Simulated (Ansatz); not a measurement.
Relaxation of C$_{2}$H$_{2}$OS (6 atoms, charge 0, multiplicity 1), to a largest force component of 0.015 eV/Å in at most 40 steps.

The calculation used Ansatz, RKS revPBE-D4/def2-SVP.

```xyz
6
Properties=species:S:1:pos:R:3
C 0.467 0.595 0.471
C -0.214 -0.293 -0.194
O -0.734 -1.517 -0.138
S -1.029 -0.721 -1.651
H 0.804 0.388 1.471
H 0.706 1.548 0.041
```

Task: Where does it end, and by what steps?

Result: The forces met the threshold. After 5 steps the energy has fallen by 0.169 eV; S4 moved furthest, 0.06 Å.

| step | energy less start (eV) | largest force component (eV/Å) | accepted |
| --- | --- | --- | --- |
| 0 | 0.0000 | 2.151 | yes |
| 1 | -0.1142 | 1.299 | yes |
| 2 | -0.1666 | 0.214 | yes |
| 3 | -0.1687 | 0.089 | yes |
| 4 | -0.1689 | 0.020 | yes |
| 5 | -0.1689 | 0.003 | yes |

```xyz
6
Properties=species:S:1:pos:R:3
C 0.474 0.605 0.477
C -0.225 -0.297 -0.216
O -0.722 -1.538 -0.089
S -1.049 -0.715 -1.703
H 0.807 0.368 1.498
H 0.715 1.578 0.032
```

The run took 12 s on 1 thread of Arm Neoverse V1, on a shared host, peak memory 0.13 GiB.
